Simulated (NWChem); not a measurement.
**C3H5NO (methoxyacetonitrile): a line through the functionals**

The species is C3H5NO (10 atoms), meant as a singlet with charge 0. As SMILES, `COCC#N`. The coordinates come from a PBE0-D4/def2-TZVP relaxation. This is one conformer, not always the lowest.

The electronic atomisation energy y, in eV, basis cc-pVDZ; a is the functional's share of exact exchange. Programs: NWChem 7.3.0.

| functional | program | a | y (eV) |
| --- | --- | --- | --- |
| BLYP | NWChem | 0 | 42.43 |
| PBE | NWChem | 0 | 43.82 |
| B3LYP | NWChem | 0.2 | 42.18 |
| PBE0 | NWChem | 0.25 | ? |
| BHLYP | NWChem | 0.5 | 40.40 |

Q: Fit y = c + s·a to the known rows and predict PBE0.

A: 
1. Means of the 4 rows: a = 0.1750, y = 42.207.
2. Σ(Δa)² = 0.1675, Σ(Δa·Δy) = -0.90925, so the slope is -0.90925/0.1675 = -5.4284.
3. Intercept: 42.207 − (-5.4284) × 0.1750 = 43.157. The largest residual of the fit is 0.73.
4. PBE0: 43.157 + (-5.4284) × 0.25 = 41.80 eV.

The run gave 42.51 eV, so the prediction is off by -0.71 eV, within the scatter of the fit. The rows mix families of semi-local functionals, which the line can't see.
